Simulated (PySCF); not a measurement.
# One molecule, many functionals

Compound: sulfuric acid, H2O4S.
Atom-mapped SMILES: `[O:1]=[S:2](=[O:3])([OH:4])[OH:5]` (hydrogens: H6 on O4; H7 on O5)

Linear-response calculations in the def2-SVPD basis (PySCF; singlets by full response, triplets Tamm–Dancoff, core orbitals frozen in the response; HF means time-dependent Hartree–Fock). 'Strongest' is the level of largest summed f among the singlets computed (10 roots, of which the last may lack a degenerate partner); it can jump between rows when another state enters that window. S1 is the lowest singlet of each run and needn't be the same state throughout; f(S1) is that of one state. The structure is a single PBE0-D3(BJ)/def2-SVP conformer in the gas phase; no vibrational or solvent corrections.

```csv
functional,kind,S1 (eV),f(S1),strongest (eV),T1 (eV),HOMO (eV),gap (eV),"ionisation energy, ΔSCF (eV)"
LDA,LDA,6.95,0.003,8.57,6.78,-8.35,6.87,12.17
PBE,GGA,6.79,0.003,8.41,6.62,-8.14,6.73,11.83
B3LYP,"global hybrid, 20% exact exchange",7.55,0.005,9.18,7.31,-9.56,8.61,12.24
PBE0,"global hybrid, 25% exact exchange",7.91,0.006,9.52,7.62,-9.84,9.25,12.27
BHandHLYP,"global hybrid, 50% exact exchange",8.68,0.010,10.14,8.28,-11.47,11.38,12.45
CAM-B3LYP,range-separated hybrid,8.08,0.008,9.55,7.73,-11.32,11.34,12.50
wB97X-D,range-separated hybrid,8.32,0.008,9.88,7.98,-11.77,12.79,12.42
LC-wPBE,range-separated hybrid,8.70,0.008,10.17,8.20,-12.66,13.78,12.70
```

Task: What does HF (Hartree–Fock) give?

Result: S1 (eV) 10.20, f(S1) 0.021, strongest (eV) 11.51, T1 (eV) 9.50, HOMO (eV) -14.11, gap (eV) 15.51, ionisation energy, ΔSCF (eV) not settled. S1 runs from 6.79 eV (PBE) to 10.20 eV (HF), a spread of 3.40 eV, while the orbital gap spreads over 8.8 eV. Along PBE (0%), B3LYP (20%), PBE0 (25%), BHandHLYP (50%), HF (100%) S1 rises with the share of exact exchange. −ε(HOMO) comes closest to its own ΔSCF ionisation energy with LC-wPBE (-0.04 eV) and misses most with LDA (-3.81 eV). 'Not settled' means that the ion's SCF failed to converge or may have ended in another state than the lowest.
